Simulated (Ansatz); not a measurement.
A search over several starts for the lowest SCF solution of the cluster Si3H5⁺ at the given spin, in a small basis.

```yaml
crystal:
  periodic: [false, false, false]
  atoms:
    - {symbol: Si, position_ang: [0.908754, 1.303577, 0.616155]}
    - {symbol: Si, position_ang: [-1.150708, 0.310662, 0.328522]}
    - {symbol: Si, position_ang: [0.795742, -0.514222, -0.794699]}
    - {symbol: H, position_ang: [0.619415, -0.320961, -2.256799]}
    - {symbol: H, position_ang: [1.350200, 0.620980, 1.883244]}
    - {symbol: H, position_ang: [-2.101693, 0.832096, -0.686222]}
    - {symbol: H, position_ang: [1.443469, -1.817530, -0.499653]}
    - {symbol: H, position_ang: [-1.865179, -0.414601, 1.409452]}
basis:
  gaussian: {orbitals: def2-SVP}
total_charge: 1
hamiltonian: {xc: pbe0, dispersion: d4}
output: {orbitals: {seedname: orbitals}}
```

```sh
$ ansatz run in.yaml --threads 4 --pin off --events-out ev --progress --plain --max-ram 3916MiB
```

Output, abridged:

```
Functional definition: PBE0
759 factors; integrals over basis functions are off by at most 1.1e-3 eV
mean field evaluation 1: about -23684.7592 eV, gradient 1.9e1 eV
mean field evaluation 2: about -23681.9005 eV, gradient 3.2e1 eV
mean field evaluation 4: about -23686.4959 eV, gradient 1.9e0 eV
mean field evaluation 8: about -23686.5316 eV, gradient 8.0e-2 eV
mean field evaluation 16: about -23686.5317 eV, gradient 3.1e-5 eV
mean field -23686.53167350 eV, -870.4639836934 hartree, gradient 3.1e-5 eV, S^2 0.000000; 0 other end points of the search recorded, 0 dependent functions left out
reference -23686.53169939 eV, -870.4639846446 hartree; 23, 23 occupied and 56, 56 virtual orbitals, 759 factors
Total energy: -23686.68462463 eV, -870.4696045437 hartree
```

Hardware: 4 threads of AMD EPYC 7B13 on a shared host. Wall time 0.55 s.

The restricted singlet is unstable towards broken spin symmetry in Hartree–Fock (as tested in another run); at PBE0-D4/def2-SVP this wasn't settled. The structure comes from a short search, and lower isomers may exist.
